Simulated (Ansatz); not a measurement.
A short molecular-dynamics run on `N=C=C(O)F`.

```yaml
crystal:
  periodic: [false, false, false]
  atoms:
    - {symbol: N, position_ang: [-0.718334, 0.448352, 1.721363]}
    - {symbol: C, position_ang: [-0.268958, 0.286138, 0.593357]}
    - {symbol: C, position_ang: [0.339445, 0.062327, -0.543107]}
    - {symbol: O, position_ang: [0.296523, -1.104027, -1.207046]}
    - {symbol: F, position_ang: [0.960426, 1.063032, -1.189811]}
    - {symbol: H, position_ang: [-1.706155, 0.712687, 1.742744]}
    - {symbol: H, position_ang: [1.158254, -1.536510, -1.163100]}
basis:
  gaussian: {orbitals: "6-31G*"}
hamiltonian: {xc: {name: PBE}}
md: {timestep: 1 fs, n_steps: 50, ensemble: nvt_nose_hoover, temperature: 700, initial_velocities: maxwell_boltzmann, seed: 341}
```

```sh
$ ansatz run in.yaml --threads 2 --pin off --events-out ev --progress --plain --max-ram 4352MiB
```

| step | time (fs) | potential energy (eV) | kinetic (eV) | T (K) | conserved (eV) |
| --- | --- | --- | --- | --- | --- |
| 0 | 0.0 | -8348.8111 | 0.4524 | 700 | -8348.3587 |
| 1 | 1.0 | -8348.8085 | 0.4491 | 695 | -8348.3594 |
| 2 | 2.0 | -8348.7944 | 0.4349 | 673 | -8348.3594 |
| 3 | 3.0 | -8348.7686 | 0.4101 | 634 | -8348.3585 |
| 4 | 4.0 | -8348.7443 | 0.3865 | 598 | -8348.3578 |
| 5 | 5.0 | -8348.7322 | 0.3742 | 579 | -8348.3581 |
| 6 | 6.0 | -8348.7289 | 0.3701 | 573 | -8348.3589 |
| 7 | 7.0 | -8348.7224 | 0.3633 | 562 | -8348.3592 |
| 8 | 8.0 | -8348.7087 | 0.3504 | 542 | -8348.3585 |
| 9 | 9.0 | -8348.6983 | 0.3404 | 527 | -8348.3581 |
| 10 | 10.0 | -8348.6955 | 0.3368 | 521 | -8348.3590 |
| 11 | 11.0 | -8348.6877 | 0.3284 | 508 | -8348.3598 |
| 12 | 12.0 | -8348.6638 | 0.3050 | 472 | -8348.3594 |
| 13 | 13.0 | -8348.6295 | 0.2717 | 420 | -8348.3585 |
| 14 | 14.0 | -8348.5977 | 0.2404 | 372 | -8348.3582 |
| 15 | 15.0 | -8348.5739 | 0.2164 | 335 | -8348.3585 |
| 16 | 16.0 | -8348.5528 | 0.1950 | 302 | -8348.3589 |
| 17 | 17.0 | -8348.5293 | 0.1722 | 266 | -8348.3584 |
| 18 | 18.0 | -8348.5111 | 0.1549 | 240 | -8348.3576 |
| 19 | 19.0 | -8348.5085 | 0.1522 | 235 | -8348.3579 |
| 20 | 20.0 | -8348.5174 | 0.1605 | 248 | -8348.3587 |
| 21 | 21.0 | -8348.5264 | 0.1695 | 262 | -8348.3589 |
| 22 | 22.0 | -8348.5319 | 0.1755 | 272 | -8348.3586 |
| 23 | 23.0 | -8348.5378 | 0.1820 | 282 | -8348.3584 |
| 24 | 24.0 | -8348.5477 | 0.1920 | 297 | -8348.3586 |
| 25 | 25.0 | -8348.5582 | 0.2025 | 313 | -8348.3590 |
| 26 | 26.0 | -8348.5639 | 0.2087 | 323 | -8348.3588 |
| 27 | 27.0 | -8348.5671 | 0.2130 | 330 | -8348.3582 |
| 28 | 28.0 | -8348.5758 | 0.2221 | 344 | -8348.3582 |
| 29 | 29.0 | -8348.5902 | 0.2367 | 366 | -8348.3586 |
| 30 | 30.0 | -8348.6060 | 0.2531 | 392 | -8348.3586 |
| 31 | 31.0 | -8348.6226 | 0.2705 | 418 | -8348.3585 |
| 32 | 32.0 | -8348.6411 | 0.2894 | 448 | -8348.3587 |
| 33 | 33.0 | -8348.6588 | 0.3076 | 476 | -8348.3591 |
| 34 | 34.0 | -8348.6697 | 0.3190 | 494 | -8348.3594 |
| 35 | 35.0 | -8348.6685 | 0.3189 | 493 | -8348.3593 |
| 36 | 36.0 | -8348.6581 | 0.3099 | 480 | -8348.3587 |
| 37 | 37.0 | -8348.6462 | 0.2988 | 462 | -8348.3588 |
| 38 | 38.0 | -8348.6316 | 0.2846 | 440 | -8348.3593 |
| 39 | 39.0 | -8348.6081 | 0.2622 | 406 | -8348.3589 |
| 40 | 40.0 | -8348.5806 | 0.2365 | 366 | -8348.3581 |
| 41 | 41.0 | -8348.5619 | 0.2188 | 339 | -8348.3578 |
| 42 | 42.0 | -8348.5562 | 0.2133 | 330 | -8348.3583 |
| 43 | 43.0 | -8348.5559 | 0.2131 | 330 | -8348.3590 |
| 44 | 44.0 | -8348.5512 | 0.2091 | 324 | -8348.3591 |
| 45 | 45.0 | -8348.5413 | 0.2006 | 310 | -8348.3584 |
| 46 | 46.0 | -8348.5357 | 0.1961 | 303 | -8348.3582 |
| 47 | 47.0 | -8348.5367 | 0.1969 | 305 | -8348.3591 |
| 48 | 48.0 | -8348.5313 | 0.1919 | 297 | -8348.3595 |
| 49 | 49.0 | -8348.5133 | 0.1756 | 272 | -8348.3586 |
| 50 | 50.0 | -8348.4960 | 0.1601 | 248 | -8348.3576 |

Velocities are drawn at the set temperature; a run this short doesn't reach equilibrium.

Frames (Å, forces in eV/Å):

```xyz
7
time=0.0 fs
N    -0.718    0.448    1.721   -0.073    0.121    1.590
C    -0.269    0.286    0.593    0.063   -0.127   -0.607
C     0.339    0.062   -0.543    0.259   -0.098   -0.246
O     0.297   -1.104   -1.207   -0.892   -0.460   -0.415
F     0.960    1.063   -1.190    0.470    0.777   -0.440
H    -1.706    0.713    1.743   -0.589    0.134    0.054
H     1.158   -1.537   -1.163    0.763   -0.347    0.064
7
time=2.0 fs
N    -0.720    0.429    1.733   -0.845    0.474    1.774
C    -0.284    0.296    0.598    0.274   -0.091   -0.843
C     0.330    0.082   -0.536    0.686   -0.745   -0.802
O     0.304   -1.094   -1.203   -0.508   -0.746   -0.259
F     0.970    1.051   -1.210    0.391    0.946   -0.188
H    -1.714    0.738    1.754    0.015   -0.157    0.103
H     1.166   -1.569   -1.170   -0.013    0.320    0.215
7
time=4.0 fs
N    -0.723    0.411    1.749   -1.138    0.704    1.265
C    -0.298    0.306    0.600    0.210    0.019   -0.431
C     0.323    0.099   -0.531    1.017   -1.185   -1.220
O     0.310   -1.085   -1.200   -0.259   -0.962   -0.134
F     0.981    1.040   -1.230    0.276    1.039    0.071
H    -1.721    0.757    1.769    0.446   -0.416    0.129
H     1.175   -1.591   -1.169   -0.552    0.802    0.320
7
time=6.0 fs
N    -0.730    0.394    1.769   -0.566    0.646    0.279
C    -0.311    0.315    0.601    0.083    0.100    0.214
C     0.319    0.113   -0.530    1.102   -1.339   -1.265
O     0.316   -1.079   -1.197   -0.872   -0.624   -0.069
F     0.992    1.032   -1.250    0.141    1.059    0.303
H    -1.714    0.761    1.789    0.194   -0.412    0.159
H     1.165   -1.583   -1.155   -0.082    0.569    0.378
7
time=8.0 fs
N    -0.738    0.380    1.790    0.460    0.398   -0.753
C    -0.324    0.325    0.602    0.092    0.092    0.596
C     0.319    0.122   -0.533    0.874   -1.192   -0.862
O     0.319   -1.075   -1.194   -1.764   -0.080   -0.061
F     1.004    1.025   -1.269    0.002    1.022    0.500
H    -1.700    0.750    1.815   -0.482   -0.194    0.183
H     1.153   -1.555   -1.127    0.818   -0.045    0.399
7
time=10.0 fs
N    -0.745    0.366    1.808    0.937    0.313   -1.492
C    -0.337    0.336    0.606    0.272    0.005    0.525
C     0.322    0.127   -0.539    0.402   -0.779   -0.147
O     0.318   -1.070   -1.191   -1.307   -0.312    0.026
F     1.015    1.021   -1.288   -0.134    0.939    0.671
H    -1.703    0.731    1.847   -0.660   -0.120    0.155
H     1.168   -1.526   -1.084    0.489   -0.047    0.263
7
time=12.0 fs
N    -0.750    0.354    1.823    0.512    0.503   -1.819
C    -0.348    0.346    0.611    0.529   -0.114    0.132
C     0.325    0.130   -0.545   -0.143   -0.221    0.599
O     0.315   -1.067   -1.188    0.016   -0.925    0.298
F     1.026    1.019   -1.305   -0.278    0.810    0.835
H    -1.729    0.707    1.886   -0.009   -0.311    0.035
H     1.201   -1.499   -1.032   -0.627    0.259   -0.080
7
time=14.0 fs
N    -0.753    0.343    1.832    0.089    0.611   -1.853
C    -0.358    0.356    0.616    0.753   -0.232   -0.339
C     0.329    0.133   -0.549   -0.586    0.326    1.130
O     0.311   -1.065   -1.185    0.520   -1.007    0.518
F     1.037    1.018   -1.320   -0.449    0.634    1.005
H    -1.756    0.671    1.926    0.568   -0.414   -0.122
H     1.212   -1.463   -0.982   -0.896    0.082   -0.337
7
time=16.0 fs
N    -0.756    0.333    1.837    0.278    0.472   -1.792
C    -0.366    0.365    0.620    0.879   -0.325   -0.692
C     0.330    0.136   -0.550   -0.809    0.725    1.307
O     0.308   -1.066   -1.180   -0.131   -0.509    0.495
F     1.047    1.018   -1.333   -0.646    0.435    1.181
H    -1.763    0.620    1.961    0.468   -0.264   -0.216
H     1.191   -1.425   -0.945   -0.038   -0.534   -0.284
7
time=18.0 fs
N    -0.758    0.325    1.836    0.956    0.211   -1.730
C    -0.371    0.373    0.622    0.883   -0.378   -0.831
C     0.329    0.142   -0.547   -0.753    0.842    1.071
O     0.305   -1.068   -1.174   -0.831    0.040    0.451
F     1.055    1.020   -1.344   -0.849    0.248    1.360
H    -1.753    0.559    1.988   -0.180    0.013   -0.204
H     1.170   -1.407   -0.918    0.775   -0.977   -0.117
7
time=20.0 fs
N    -0.757    0.317    1.831    1.253    0.078   -1.523
C    -0.373    0.380    0.622    0.778   -0.374   -0.786
C     0.325    0.150   -0.540   -0.418    0.632    0.466
O     0.300   -1.071   -1.167   -0.140    0.025    0.823
F     1.062    1.022   -1.353   -1.028    0.098    1.527
H    -1.749    0.498    2.008   -0.510    0.163   -0.206
H     1.173   -1.424   -0.896    0.065   -0.623   -0.300
7
time=22.0 fs
N    -0.753    0.310    1.822    0.627    0.100   -1.021
C    -0.373    0.386    0.618    0.600   -0.312   -0.632
C     0.321    0.160   -0.532    0.111    0.195   -0.363
O     0.295   -1.073   -1.158    0.630   -0.101    1.189
F     1.067    1.024   -1.358   -1.169   -0.005    1.653
H    -1.763    0.443    2.019    0.015    0.151   -0.352
H     1.179   -1.465   -0.886   -0.814   -0.029   -0.474
7
time=24.0 fs
N    -0.748    0.303    1.809   -0.081    0.089   -0.442
C    -0.370    0.391    0.613    0.411   -0.216   -0.441
C     0.316    0.171   -0.525    0.702   -0.308   -1.182
O     0.291   -1.075   -1.146    0.287    0.154    1.110
F     1.069    1.026   -1.359   -1.259   -0.058    1.704
H    -1.776    0.393    2.017    0.556    0.166   -0.475
H     1.156   -1.508   -0.893   -0.616    0.173   -0.275
7
time=26.0 fs
N    -0.742    0.296    1.796   -0.154    0.017   -0.043
C    -0.366    0.395    0.607    0.299   -0.122   -0.315
C     0.314    0.181   -0.521    1.188   -0.753   -1.730
O     0.288   -1.077   -1.131   -0.877    0.762    0.683
F     1.069    1.028   -1.358   -1.271   -0.054    1.644
H    -1.770    0.350    1.997    0.404    0.240   -0.398
H     1.112   -1.545   -0.910    0.410   -0.090    0.158
7
time=28.0 fs
N    -0.737    0.289    1.782    0.316   -0.044    0.160
C    -0.362    0.399    0.599    0.335   -0.058   -0.356
C     0.316    0.189   -0.523    1.396   -1.046   -1.803
O     0.282   -1.077   -1.115   -1.301    0.896    0.364
F     1.066    1.030   -1.353   -1.170    0.024    1.447
H    -1.749    0.316    1.962   -0.319    0.298   -0.164
H     1.081   -1.585   -0.922    0.744   -0.070    0.352
7
time=30.0 fs
N    -0.731    0.282    1.769    0.427   -0.053    0.341
C    -0.356    0.402    0.590    0.491   -0.030   -0.555
C     0.322    0.193   -0.531    1.231   -1.142   -1.345
O     0.274   -1.075   -1.098   -0.514    0.135    0.238
F     1.061    1.032   -1.345   -0.929    0.187    1.097
H    -1.740    0.294    1.921   -0.659    0.304    0.001
H     1.076   -1.627   -0.921   -0.048    0.599    0.223
7
time=32.0 fs
N    -0.724    0.275    1.757   -0.306   -0.024    0.474
C    -0.349    0.406    0.580    0.642   -0.034   -0.706
C     0.332    0.193   -0.543    0.742   -1.064   -0.483
O     0.264   -1.073   -1.080   -0.006   -0.510   -0.031
F     1.054    1.035   -1.335   -0.558    0.425    0.600
H    -1.754    0.283    1.879   -0.059    0.284    0.013
H     1.071   -1.646   -0.911   -0.455    0.923    0.132
7
time=34.0 fs
N    -0.717    0.267    1.746   -0.926    0.046    0.283
C    -0.339    0.409    0.567    0.651   -0.071   -0.535
C     0.344    0.191   -0.557    0.083   -0.837    0.544
O     0.255   -1.072   -1.062   -0.326   -0.565   -0.517
F     1.046    1.038   -1.323   -0.102    0.709    0.001
H    -1.769    0.282    1.838    0.558    0.256    0.040
H     1.050   -1.632   -0.896    0.063    0.463    0.185
7
time=36.0 fs
N    -0.714    0.260    1.735   -0.757    0.161   -0.227
C    -0.328    0.412    0.552    0.468   -0.131    0.049
C     0.357    0.185   -0.569   -0.543   -0.487    1.421
O     0.244   -1.072   -1.046   -0.833   -0.469   -1.043
F     1.037    1.043   -1.312    0.354    0.974   -0.599
H    -1.766    0.292    1.798    0.483    0.224    0.136
H     1.032   -1.601   -0.874    0.828   -0.272    0.262
7
time=38.0 fs
N    -0.712    0.254    1.724    0.027    0.278   -0.754
C    -0.315    0.415    0.538    0.131   -0.181    0.881
C     0.367    0.178   -0.577   -0.938   -0.067    1.852
O     0.232   -1.073   -1.032   -0.126   -1.103   -1.234
F     1.029    1.050   -1.301    0.706    1.120   -1.058
H    -1.745    0.310    1.764   -0.186    0.207    0.242
H     1.043   -1.578   -0.842    0.386   -0.254    0.071
7
time=40.0 fs
N    -0.710    0.248    1.711    0.492    0.375   -0.946
C    -0.301    0.417    0.526   -0.264   -0.176    1.649
C     0.375    0.171   -0.578   -1.001    0.302    1.695
O     0.219   -1.077   -1.020    1.119   -1.812   -1.147
F     1.023    1.059   -1.293    0.868    1.054   -1.274
H    -1.731    0.336    1.738   -0.592    0.189    0.282
H     1.067   -1.564   -0.808   -0.622    0.068   -0.260
7
time=42.0 fs
N    -0.707    0.243    1.695   -0.076    0.500   -0.590
C    -0.288    0.419    0.520   -0.573   -0.099    2.017
C     0.380    0.165   -0.575   -0.770    0.526    1.060
O     0.209   -1.086   -1.012    1.475   -1.715   -1.125
F     1.018    1.070   -1.288    0.826    0.775   -1.241
H    -1.736    0.370    1.723   -0.091    0.083    0.246
H     1.070   -1.549   -0.783   -0.790   -0.071   -0.368
7
time=44.0 fs
N    -0.704    0.239    1.678   -0.944    0.606    0.311
C    -0.277    0.420    0.520   -0.635    0.023    1.754
C     0.383    0.160   -0.568   -0.382    0.554    0.217
O     0.202   -1.098   -1.006    0.740   -0.833   -1.269
F     1.015    1.082   -1.284    0.640    0.367   -1.032
H    -1.746    0.406    1.717    0.527   -0.079    0.178
H     1.044   -1.538   -0.771    0.055   -0.637   -0.158
7
time=46.0 fs
N    -0.703    0.237    1.661   -1.311    0.576    1.544
C    -0.268    0.422    0.525   -0.386    0.130    0.864
C     0.384    0.157   -0.560    0.017    0.385   -0.552
O     0.197   -1.113   -1.004    0.103    0.076   -1.300
F     1.014    1.096   -1.283    0.404   -0.063   -0.747
H    -1.736    0.440    1.718    0.475   -0.164    0.139
H     1.021   -1.550   -0.765    0.698   -0.940    0.052
7
time=48.0 fs
N    -0.707    0.237    1.649   -1.013    0.395    2.648
C    -0.261    0.423    0.534    0.016    0.168   -0.238
C     0.385    0.155   -0.554    0.333    0.098   -1.072
O     0.192   -1.127   -1.004    0.784    0.214   -0.909
F     1.013    1.109   -1.284    0.195   -0.443   -0.471
H    -1.710    0.468    1.725   -0.248   -0.100    0.157
H     1.020   -1.596   -0.759   -0.067   -0.331   -0.115
7
time=50.0 fs
N    -0.713    0.237    1.644   -0.589    0.272    3.105
C    -0.253    0.426    0.541    0.228    0.091   -0.865
C     0.388    0.154   -0.551    0.523   -0.200   -1.315
O     0.189   -1.141   -1.006    1.384    0.238   -0.556
F     1.012    1.122   -1.285    0.040   -0.756   -0.255
H    -1.694    0.492    1.737   -0.808   -0.017    0.151
H     1.017   -1.655   -0.756   -0.778    0.372   -0.265
```

Run time 49 s (2 threads of an Arm Neoverse V1 on a shared host); peak host memory 0.13 GiB.
